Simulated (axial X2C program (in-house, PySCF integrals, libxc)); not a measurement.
# PC: EOM-IP-CCSD levels

Wanted for PC: EOM-IP-CCSD levels, at the two-component level.

Method: two-component X2C with atomic mean-field terms, P dyall-av3z, C dyall-av3z; program: an in-house X2C program for linear molecules on PySCF integrals.

All values are calculated.

## 1. The job

File task.json:

```json
{
 "zs": [
  15,
  6
 ],
 "q": 0,
 "bas": [
  "dyall-av3z",
  "dyall-av3z"
 ],
 "r0": 1.69,
 "eom": "ip",
 "rq": -1,
 "thr": -2.0,
 "nmax": 95,
 "grid": [
  1,
  0.96,
  1.045,
  0.92,
  1.09,
  1.15
 ]
}
```

Keys: zs atomic numbers; q charge; bas basis sets; r0 starting distance in Å; eom kind of EOM run; thr threshold in hartree for freezing inner shells (an s shell follows its p shell); nmax most natural virtual spinors; grid distances as factors.

Started as:

```console
$ python soeom.py task.json out
```

After this run come: EOM-IP-CCSD at 1.600 Å.

What does the calculation give? Wanted: next root led by one particle; T1 of the reference; lowest state, Re and ωe.

The runs gave:

```
                     quantity                            value
       lowest root at 1.600 Å                Ω = 1/2, 3.008 eV
next root led by one particle  Ω = 3/2, about 6770 cm⁻¹ higher
          T1 of the reference                            0.025
      lowest state, Re and ωe               1.560 Å, 1301 cm⁻¹
```

In words: Removing an electron from the reference determinant of PC⁻ costs 3.01 eV and empties a spinor of 54% C pσ, 17% C sσ, 16% P pσ. Errors of 0.1 to 0.3 eV are usual at this size, and roots led by higher excitations are left out, so the list is incomplete, and low states of that kind can be missing. The bond is 0.045 Å shorter than in the closed-shell reference at CCSD (1.605 Å).
